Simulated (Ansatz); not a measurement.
# How far each method lies from full CI for BC⁺, singlet

Geometry: a point of a stretch scan, not a stationary point.

```json
{"atom": "B", "x (Å)": "0.0000", "y (Å)": "0.0000", "z (Å)": "0.0000"}
{"atom": "C", "x (Å)": "0.0000", "y (Å)": "0.0000", "z (Å)": "2.8190"}
```

Basis cc-pVDZ; Ansatz 0.2.0. Correlated methods freeze the noble-gas cores, which leaves 6 electrons in 26 orbitals. Prefix R: restricted or restricted open-shell reference; prefix U: unrestricted. Active spaces: pair = (2e, 2o) about the gap; valence = (6e, 8o) chosen from the atoms' valence shells.

Full CI is exact within this basis and frozen core; it isn't the basis-set limit. The frozen core follows each run's orbitals, which can shift R against U totals by a few meV.

- UHF ⟨S²⟩: 1.105
- T1 diagnostic (RCCSD): 0.0319
- largest doubles amplitude (RCCSD): 0.131

| level | E − E(full CI) (kcal/mol) | share of correlation (%) | wall time |
| --- | --- | --- | --- |
| RHF | 107.60 | 0.00 | – |
| UHF† | 77.23 | – | – |
| RMP2 | 40.24 | 62.60 | – |
| UMP2† | 25.78 | – | – |
| CISD | 13.35 | 87.59 | 0.45 s |
| RCCSD | 4.28 | 96.03 | – |
| UCCSD*† | -9.41 | – | – |
| RCCSD(T) | 1.52 | 98.58 | 0.57 s |
| UCCSD(T)*† | -13.05 | – | 2.5 s |
| BCCD(T) | 1.55 | 98.56 | 0.6 s |
| RCCSDT | 0.74 | 99.31 | – |
| UCCSDT*† | -19.83 | – | – |
| RCCSDT(Q) | 0.29 | 99.73 | 1.1 s |
| UCCSDT(Q)*† | -20.99 | – | 5.5 s |
| RCCSDTQ | 0.03 | 99.98 | 14 s |
| CASSCF (valence space) | 40.50 | 62.36 | – |
| NEVPT2 (valence space) | 13.21 | 87.72 | 1.3 s |
| MRCISD (valence space) | 4.08 | 96.20 | – |
| MRCISD+Q (valence space) | 2.81 | 97.39 | 1.9 s |

An asterisk marks runs whose energy the program itself flagged as in doubt. A dagger marks rows that describe another state than the reference (another or a broken symmetry, a higher spin or other natural occupations), so the difference isn't the method's error.

The correlation energy at full CI, counted from RHF, is -4.666 eV. That run took 12 s on 1 thread of Arm Neoverse V2, shared host over 1,690,944 determinants.

Run but not shown, since their state or frozen core can't be matched to the reference's or they repeat it: CASSCF (pair space), NEVPT2 (pair space).

Times hold each run's SCF and search for its determinant on a shared host, so for small cases they say little of a method's own cost; they ran on 1 thread of Arm Neoverse V2.

Unrestricted levels hold only the spin's projection, and here they fall towards a lower state of higher spin.

The full-CI state has the irrep A1 of C2v, in the program's axes (one component, if the state is degenerate).

Natural occupations of full CI about the gap: 1.917 1.856 1.750 0.111 0.111 0.093 0.056 0.056 0.010 0.008; effectively unpaired electrons, Σ n²(2−n)², 0.43.
